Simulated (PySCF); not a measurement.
Breaking a bond: CH4S, SMILES CS. The C1–S5 bond (C1 also carries H, H, H; S5 carries H) is pulled apart rigidly from the PBE0/def2-TZVP optimised geometry.

Methods: UKS-M06-2X/6-31G* = unrestricted M06-2X/6-31G*, spherical d run with PySCF; RHF/cc-pVDZ (PySCF); RKS-TPSSh = restricted TPSSh/cc-pVDZ run with PySCF; RKS-BP86/6-31G* = restricted BP86/6-31G*, spherical d run with PySCF.

Energies are in mEh, each relative to the lowest point of its own curve near equilibrium.

```tsv
R / Å	UKS-M06-2X/6-31G*	RHF	RKS-TPSSh	RKS-BP86/6-31G*
1.46	94.2	100.4	96.4	97.1
1.54	49.2	52.5	50.8	52.1
1.62	21.8	23.3	23.0	24.3
1.69	8.2	8.8	9.0	10.0
1.76	1.5	1.7	1.9	2.6
1.81	0.0	0.0	0.0	0.3
1.85	0.3	0.3	0.0	0.0
1.93	4.0	4.0	2.9	2.4
1.97	7.0	7.2	5.5	4.7
2.10	20.5	21.2	17.4	15.7
2.22	35.8	37.3	31.0	28.6
2.46	68.8	72.1	60.0	56.3
2.68	97.5	102.9	85.1	80.1
3.01	119.8	143.8	116.5	109.7
3.23	125.8	166.9	133.1	125.0
3.61	131.7	200.0	154.7	—
4.01	135.1	226.6	169.7	—
4.41	137.0	246.5	179.1	—
4.84	138.1	261.7	185.3	—
5.40	138.6	274.6	189.8	—
6.26	138.7	285.7	192.5	—
```

At the longest distance, 6.26 Å, RHF lies highest above its minimum (285.7 mEh) and UKS-M06-2X/6-31G* lowest (138.7 mEh).

A dash means that the run gave no value there, or that the column was ended at a point which the program doubted or which failed a test of continuity chosen for this set; such a test can also cut sound points.

The unrestricted determinant behind UKS-M06-2X/6-31G* is spin-contaminated at 3.01 to 6.26 Å (<S²> up to 1.0, against 0.00 for a pure singlet). The restricted form behind RHF, RKS-TPSSh, RKS-BP86/6-31G* keeps the bonding electrons paired and can't separate into open-shell fragments. At the longest distance RKS-TPSSh leaves fractional charges on the fragments, a sign of delocalisation error or of the restricted form.
